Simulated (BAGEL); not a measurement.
**One shape, several levels: [AlH4]− (SMILES [AlH4-])**

Wanted: a comparison of 6 runs (HF/STO-3G, HF/3-21G, B3LYP/6-31G*, PBE0/def2-SVP, RI-MP2/def2-TZVP) of [AlH4]−. 

Program for the calculation: BAGEL 1.2.2.

12 further runs of the same task are left out: 5 that didn't finish, 7 set aside as unsound or not needed.

## 1. The system as given

[AlH4]− has 5 atoms, charge -1, and is taken as a singlet. SMILES: `[AlH4-]`. Geometry: a GFN2-xTB relaxation, a rough one for these elements and not checked as a minimum.

Bond lengths: Al1–H2 1.628 Å, Al1–H3 1.628 Å, Al1–H4 1.628 Å, Al1–H5 1.627 Å. Angles: H2–Al1–H3 109.4°, H2–Al1–H4 109.5°, H2–Al1–H5 109.4°, H3–Al1–H4 109.5°, H3–Al1–H5 109.4°, H4–Al1–H5 109.6°.

## 2. A single-point energy at HF/STO-3G (run 1)

Contents of job.json:

```json
{ "bagel": [

{
  "title": "molecule",
  "basis": "sto-3g",
  "df_basis": "qzvpp-jkfit",
  "geometry": [
    { "atom": "Al", "xyz": [    -0.00003779,     0.00011338,    -0.00204090 ] },
    { "atom": "H", "xyz": [     2.72783856,    -0.95293219,     1.05146251 ] },
    { "atom": "H", "xyz": [    -2.23548931,    -1.14233944,     1.77469850 ] },
    { "atom": "H", "xyz": [    -0.38520177,    -0.97723407,    -2.89262268 ] },
    { "atom": "H", "xyz": [    -0.10709078,     3.07241122,     0.06850257 ] }
  ]
},

{ "title": "hf", "charge": -1, "df": false },

{ "title": "print", "file": "orbitals.molden", "orbitals": true }

]}
```

Launch:

```bash
$ BAGEL_NUM_THREADS=1 BAGEL job.json > job.out
```

Standard output:

```text
* using 1 threads per process

  ===============================================================
  ===============================================================

  *** Geometry ***

  { "atom" : "Al", "xyz" : [     -0.000038,      0.000113,     -0.002041 ] },
  { "atom" : "H", "xyz" : [      2.727839,     -0.952932,      1.051463 ] },
  { "atom" : "H", "xyz" : [     -2.235489,     -1.142339,      1.774698 ] },
  { "atom" : "H", "xyz" : [     -0.385202,     -0.977234,     -2.892623 ] },
  { "atom" : "H", "xyz" : [     -0.107091,      3.072411,      0.068503 ] },

  Number of auxiliary basis functions:      200

  Since a DF basis is specified, we compute 2- and 3-index integrals:
    o Being stored without compression. Storage requirement is 0.000 GB

  Number of basis functions:       13
  Number of electrons      :       17

    * METHOD: MOLECULE                             0.03

  *** RHF ***

  === Nuclear Repulsion ===
    18.1028843635

      * DIIS with orbital gradients will be used.

  === RHF iteration (sto-3g) ===
      0       -241.12942188          0.01394351           0.01
      1       -241.14615684          0.00331624           0.00
      2       -241.14722839          0.00033583           0.00
      3       -241.14723756          0.00000723           0.00
      4       -241.14723756          0.00000087           0.00
      5       -241.14723756          0.00000013           0.00
      6       -241.14723756          0.00000001           0.00
      7       -241.14723756          0.00000000           0.00
    * SCF iteration converged.

    * Permanent dipole moment:
           (    0.000104,    -0.000313,     0.004878) a.u.

    * METHOD: HF                                   0.07

    * METHOD: PRINT                                0.00

  ===============================================================
```

It took 0.24 s on 1 thread of Arm Neoverse V1, shared host.

## 3. The energy at HF/3-21G (run 2)

Contents of calc.json:

```json
{ "bagel": [

{
  "title": "molecule",
  "basis": "3-21g",
  "df_basis": "qzvpp-jkfit",
  "geometry": [
    { "atom": "Al", "xyz": [ -0.00003779,  0.00011338, -0.00204090 ] },
    { "atom": "H", "xyz": [  2.72783856, -0.95293219,  1.05146251 ] },
    { "atom": "H", "xyz": [ -2.23548931, -1.14233944,  1.77469850 ] },
    { "atom": "H", "xyz": [ -0.38520177, -0.97723407, -2.89262268 ] },
    { "atom": "H", "xyz": [ -0.10709078,  3.07241122,  0.06850257 ] }
  ]
},
{
  "title": "hf",
  "charge": -1,
  "df": false
},
{
  "title": "print",
  "file": "orbitals.molden",
  "orbitals": true
}

]}
```

Launch:

```bash
$ BAGEL_NUM_THREADS=1 BAGEL calc.json > calc.out
```

Standard output:

```text
* using 1 threads per process

  ===============================================================
  ===============================================================

  *** Geometry ***

  { "atom" : "Al", "xyz" : [     -0.000038,      0.000113,     -0.002041 ] },
  { "atom" : "H", "xyz" : [      2.727839,     -0.952932,      1.051463 ] },
  { "atom" : "H", "xyz" : [     -2.235489,     -1.142339,      1.774698 ] },
  { "atom" : "H", "xyz" : [     -0.385202,     -0.977234,     -2.892623 ] },
  { "atom" : "H", "xyz" : [     -0.107091,      3.072411,      0.068503 ] },

  Number of auxiliary basis functions:      200

  Since a DF basis is specified, we compute 2- and 3-index integrals:
    o Being stored without compression. Storage requirement is 0.001 GB

  Number of basis functions:       21
  Number of electrons      :       17

    * METHOD: MOLECULE                             0.03

  *** RHF ***

  === Nuclear Repulsion ===
    18.1028843635

      * DIIS with orbital gradients will be used.

  === RHF iteration (3-21g) ===
      0       -242.84590133          0.01447090           0.01
      1       -242.87485417          0.00305295           0.01
      2       -242.87623568          0.00045964           0.01
      3       -242.87626354          0.00004685           0.01
      4       -242.87626393          0.00001351           0.01
      5       -242.87626397          0.00000093           0.01
      6       -242.87626397          0.00000015           0.01
      7       -242.87626397          0.00000002           0.01
      8       -242.87626397          0.00000000           0.00
    * SCF iteration converged.

    * Permanent dipole moment:
           (    0.000097,    -0.000330,     0.004283) a.u.

    * METHOD: HF                                   0.08

    * METHOD: PRINT                                0.00

  ===============================================================
```

It took 0.24 s on 1 thread of Arm Neoverse V1, shared host.

Runs 3 to 4 aren't shown in full; the table further down has their settings and results.

## 4. A single-point energy at PBE0/def2-SVP (density fitting with qzvpp-jkfit) (run 5)

Contents of input.json:

```json
{ "bagel" : [

{
  "title" : "molecule",
  "basis" : "svp",
  "df_basis" : "qzvpp-jkfit",
  "geometry" : [
    { "atom" : "Al", "xyz" : [    -0.00003779,     0.00011338,    -0.00204090 ] },
    { "atom" : "H", "xyz" : [     2.72783856,    -0.95293219,     1.05146251 ] },
    { "atom" : "H", "xyz" : [    -2.23548931,    -1.14233944,     1.77469850 ] },
    { "atom" : "H", "xyz" : [    -0.38520177,    -0.97723407,    -2.89262268 ] },
    { "atom" : "H", "xyz" : [    -0.10709078,     3.07241122,     0.06850257 ] }
  ]
},

{
  "title" : "ks",
  "xc_func" : "pbe0",
  "charge" : -1
},

{
  "title" : "print",
  "file" : "orbitals.molden",
  "orbitals" : "true"
}

]}
```

Launch:

```bash
$ BAGEL_NUM_THREADS=1 BAGEL input.json > input.out
```

Standard output:

```text
* using 1 threads per process

  ===============================================================
  ===============================================================

  *** Geometry ***

  { "atom" : "Al", "xyz" : [     -0.000038,      0.000113,     -0.002041 ] },
  { "atom" : "H", "xyz" : [      2.727839,     -0.952932,      1.051463 ] },
  { "atom" : "H", "xyz" : [     -2.235489,     -1.142339,      1.774698 ] },
  { "atom" : "H", "xyz" : [     -0.385202,     -0.977234,     -2.892623 ] },
  { "atom" : "H", "xyz" : [     -0.107091,      3.072411,      0.068503 ] },

  Number of auxiliary basis functions:      200

  Since a DF basis is specified, we compute 2- and 3-index integrals:
    o Being stored without compression. Storage requirement is 0.002 GB

  Number of basis functions:       38
  Number of electrons      :       17

    * METHOD: MOLECULE                             0.03

  *** Kohn-Sham DFT ***

    * Removing 5861 points whose weight is below 1.00e-10
    * Grid points: 68669

  === Nuclear Repulsion ===
    18.1028843635

       - DIIS with orbital gradients will be used.

  === KS iteration (pbe0 / svp) ===
      0       -239.00342966          0.05902792           0.07
      1       -243.49547451          0.08179759           0.06
      2       -244.31923087          0.03949596           0.05
      3       -244.63233935          0.00473719           0.05
      4       -244.63609987          0.00036551           0.05
      5       -244.63613221          0.00001378           0.05
      6       -244.63613228          0.00000422           0.05
      7       -244.63613229          0.00000064           0.05
      8       -244.63613229          0.00000007           0.05
      9       -244.63613229          0.00000001           0.05
     10       -244.63613229          0.00000000           0.05
    * SCF iteration converged.

    * Permanent dipole moment:
           (    0.000094,    -0.000339,     0.003426) a.u.

    * METHOD: KS                                   0.78

    * METHOD: PRINT                                0.00

  ===============================================================
```

Wall time 0.97 s (1 thread of Arm Neoverse V1, shared host).

## 5. Energy and gradient at RI-MP2/def2-TZVP (density fitting with qzvpp-jkfit, cc-pv5z-ri for correlation) (run 6)

Contents of job.json:

```json
{ "bagel" : [

{
  "title" : "molecule",
  "basis" : "def2-tzvp.json",
  "df_basis" : "qzvpp-jkfit",
  "angstrom" : false,
  "geometry" : [
    { "atom" : "Al", "xyz" : [ -0.00003779,  0.00011338, -0.00204090 ] },
    { "atom" : "H", "xyz" : [  2.72783856, -0.95293219,  1.05146251 ] },
    { "atom" : "H", "xyz" : [ -2.23548931, -1.14233944,  1.77469850 ] },
    { "atom" : "H", "xyz" : [ -0.38520177, -0.97723407, -2.89262268 ] },
    { "atom" : "H", "xyz" : [ -0.10709078,  3.07241122,  0.06850257 ] }
  ]
},
{
  "title" : "force",
  "method" : [
    {
      "title" : "mp2",
      "charge" : -1,
      "ncore" : 5,
      "aux_basis" : "cc-pv5z-ri"
    }
  ]
}

]}
```

The basis set def2-TZVP is read from a file made from the Basis Set Exchange's data (not shown).

Launch:

```bash
$ BAGEL_NUM_THREADS=1 BAGEL job.json > job.out
```

Standard output:

```text
* using 1 threads per process

  ===============================================================
  ===============================================================

  *** Geometry ***

  { "atom" : "Al", "xyz" : [     -0.000038,      0.000113,     -0.002041 ] },
  { "atom" : "H", "xyz" : [      2.727839,     -0.952932,      1.051463 ] },
  { "atom" : "H", "xyz" : [     -2.235489,     -1.142339,      1.774698 ] },
  { "atom" : "H", "xyz" : [     -0.385202,     -0.977234,     -2.892623 ] },
  { "atom" : "H", "xyz" : [     -0.107091,      3.072411,      0.068503 ] },

  Number of auxiliary basis functions:      200

  Since a DF basis is specified, we compute 2- and 3-index integrals:
    o Being stored without compression. Storage requirement is 0.006 GB

[... 20 lines left out ...]
    * SCF iteration converged.
[... 1 line left out ...]
    * Permanent dipole moment:
[... 13 lines left out ...]
      MP2 correlation energy:   -0.1155094573
[... 1 line left out ...]
    * Permanent dipole moment: MP2 unrelaxed
[... 4 lines left out ...]
      0     0.00010481226300           0.00
      1     0.00002853672733           0.00
      2     0.00000481924608           0.00
      3     0.00000064205172           0.00
      4     0.00000004639966           0.00
      5     0.00000000322338           0.00

    * Permanent dipole moment: MP2 relaxed
           (    0.000088,    -0.000351,     0.003567) a.u.

  * Nuclear energy gradient

    o Atom   0
        x         -0.0000088284
        y          0.0000622245
        z         -0.0001911976
    o Atom   1
        x         -0.0024360009
        y          0.0008558731
        z         -0.0008434750
    o Atom   2
        x          0.0020213714
        y          0.0010250419
        z         -0.0015150226
    o Atom   3
        x          0.0003194866
        y          0.0008335653
        z          0.0025312352
    o Atom   4
        x          0.0001039712
        y         -0.0027767048
        z          0.0000184601

    * METHOD: FORCE                                1.64

  ===============================================================
```

It took 1.8 s on 1 thread of Arm Neoverse V1, shared host.

## 6. The series

| run | level | integral approximation | task | energy (Eh) | wall time |
| --- | --- | --- | --- | --- | --- |
| 1 | HF/STO-3G | none | energy | -241.147238 | 0.24 s |
| 2 | HF/3-21G | none | energy | -242.876264 | 0.24 s |
| 3 | B3LYP/6-31G* (density fitting with qzvpp-jkfit, spherical functions) | qzvpp-jkfit | gradient | -244.849337 | 1.6 s |
| 4 | B3LYP/6-31G* (density fitting with qzvpp-jkfit, Cartesian functions) | qzvpp-jkfit | gradient | -244.850733 | 1.6 s |
| 5 | PBE0/def2-SVP (density fitting with qzvpp-jkfit) | qzvpp-jkfit | energy | -244.636132 | 0.97 s |
| 6 | RI-MP2/def2-TZVP (density fitting with qzvpp-jkfit, cc-pv5z-ri for correlation) | qzvpp-jkfit | gradient | -244.360093 | 1.8 s |

## 7. Summary of results

```
                                          quantity          value
                               run 6: total energy  -244.36009 Eh
run 6: correlation energy (5 core orbitals frozen)     -115.5 mEh
                   run 6: largest force on an atom     0.143 eV/Å
```

What this shows: Over runs 1, 2, 5 the HOMO–LUMO gap runs from 9.06 eV (PBE0/def2-SVP) to 23.42 eV (HF/STO-3G). The two ends differ in method and basis. The empty levels of an anion lie above zero and hang on the basis. Totals of different functionals can't be ranked against each other. In run 1 the basis is minimal, so the values are rough. All runs together took 6.4 s, the longest 1.8 s.
